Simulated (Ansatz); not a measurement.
Calculation: frozen-core CCSD(T)/def2-TZVPP // PBE0-D4/def2-TZVP in Ansatz (an electronic-structure program).

Ansatz 0.2 input:
```yaml
crystal:
  periodic: [false, false, false]
  atoms:
    - { symbol: Si, position_ang: [-0.000874, 0.000713, 0.33816] }
    - { symbol: H, position_ang: [-0.708264, 1.225752, -0.117045] }
    - { symbol: H, position_ang: [1.416267, 0.000364, -0.109108] }
    - { symbol: H, position_ang: [-0.707204, -1.226827, -0.111927] }
basis:
  gaussian: { orbitals: def2-TZVPP }
correlation:
  method: ccsd_t
magnetization:
  spin_polarized: true
  initial_magnetization: 1
```

Output:

```
Functional definition: HF
467 factors; integrals over basis functions are off by at most 8.1e-4 eV
mean field evaluation 1: about -7907.8965 eV, gradient 7.3e0 eV
mean field evaluation 2: about -7907.8981 eV, gradient 7.3e0 eV
mean field evaluation 4: about -7908.6338 eV, gradient 6.7e-1 eV
mean field evaluation 8: about -7908.6435 eV, gradient 2.4e-3 eV
mean field -7908.64354123 eV, -290.6372894690 hartree, gradient 9.9e-6 eV, S^2 0.755036; 0 other end points of the search recorded, 0 dependent functions left out
5 core orbitals not correlated
reference -7908.64354123 eV, -290.6372894690 hartree; 4, 3 occupied and 75, 76 virtual orbitals, 467 factors
second order -3.17769104 eV of doubles, -0.00000000 eV of singles
cycle   1  -3.68587273 eV  change   -5.1e-1 eV  update   5.4e-2
cycle   2  -3.88499264 eV  change   -2.0e-1 eV  update   2.1e-2
cycle   3  -3.89269272 eV  change   -7.7e-3 eV  update   5.9e-3
cycle   4  -3.89214335 eV  change    5.5e-4 eV  update   1.9e-3
cycle   5  -3.89174000 eV  change    4.0e-4 eV  update   7.8e-4
cycle   6  -3.89182184 eV  change   -8.2e-5 eV  update   2.6e-4
cycle   7  -3.89191282 eV  change   -9.1e-5 eV  update   8.0e-5
cycle   8  -3.89191378 eV  change   -9.6e-7 eV  update   2.3e-5
cycle   9  -3.89190678 eV  change    7.0e-6 eV  update   7.1e-6
perturbative correction -0.09594194 eV, -0.0035258014 hartree
Total energy: -7912.63138995 eV, -290.7838402065 hartree
```

Cost: about 4 core-seconds (a rough figure).
